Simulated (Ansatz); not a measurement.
The cluster Li2H3⁻. Charge -1, multiplicity 3. Geometry PBE0-D4/def2-TZVP, that of the neutral doublet; atoms count from 1.

```xyz
5

Li    2.3868    0.7460    0.0661
Li   -0.0472    0.3842   -0.6751
H    -1.8678   -0.4863   -0.3073
H    -1.4318   -0.6520    0.2884
H     0.9600    0.0081    0.6279
```

The highest occupied level of the charge -1 triplet lies above zero (up to 0.81 eV). By energy differences its removal costs 0.30 eV (vertical, to the charge 0 doublet, at PBE0-D4/def2-TZVPD); a positive level beside a positive removal energy at the same level points to self-interaction error. The structure comes from a short search, and lower isomers may exist.

(1) Estimate the Mulliken populations from the PBE0/def2-TZVPD orbitals of Ansatz.

(2) Where does the spin sit?

(3) And the Mayer bond orders between bonded heavy atoms (over 0.3)?

## Answers

(1) 
```
atom  charge (e)  spin (α − β)
 Li1       -0.15          0.98
 Li2       -0.10          1.01
  H3       -0.09          0.06
  H4        0.03         -0.02
  H5       -0.69         -0.02
```
Mulliken values and Mayer orders depend strongly on the basis. With diffuse functions, as here, like atoms can get unlike values, and bond orders can come out too low or too high.

(2) Summed by element: Li 1.99, H 0.01, of 2 unpaired in all. Largest on single atoms: Li2 1.01, Li1 0.98, H3 0.06.

(3) Li1–Li2 1.27 (2.57 Å).
